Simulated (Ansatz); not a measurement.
Results of LDA in Ansatz (PAW) for rock-salt ZrC.

Run with plane-wave cutoff 520 eV, 20×20×20 k mesh, Fermi–Dirac smearing 0.05 eV, scalar-relativistic PAW data made under PBE.

Pressure at four volumes; x = ln(V/12.500 Å³). One pressure is withheld.

```csv
V (Å³/atom),x,P (GPa)
11.750,-0.0619,17.30
12.500,0.0000,0.01
13.000,0.0392,-8.94
13.250,0.0583,?
```

Question: Pass a parabola P(x) through the three rows shown, estimate the bulk modulus and its pressure derivative near zero pressure, and predict the withheld pressure.

Answer: Slopes between the rows: (0.01 − (17.30))/(0.0000 − (-0.0619)) = -279.32 and (-8.94 − (0.01))/(0.0392 − (0.0000)) = -228.32 GPa. Their difference over the span 0.1011 is c = 51.00/0.1011 = 504.5 GPa, so P(x) = 17.30 + (-279.32)(x − (-0.0619)) + 504.5 (x − (-0.0619))(x − (0.0000)). At the middle row B = −dP/dx = −[-279.32 + 504.5 × 0.0619] = 248.1 GPa, and B′ = dB/dP = 2c/B = 4.1. At x = 0.0583 the parabola gives -12.74 GPa; the run gives -12.79 GPa. The Birch–Murnaghan fit to the energies at all volumes has B0 = 247 GPa and B′ = 4.0.

Measured, for comparison: bulk modulus 223 GPa (temperature not stated, no zero-point or thermal correction, from single-crystal elastic constants, sources range from 208 to 223; as tabulated in arXiv:1102.4063). Computed less measured: bulk modulus +11 % (+11 % to +19 % over the range).

Ansatz is an electronic-structure program.
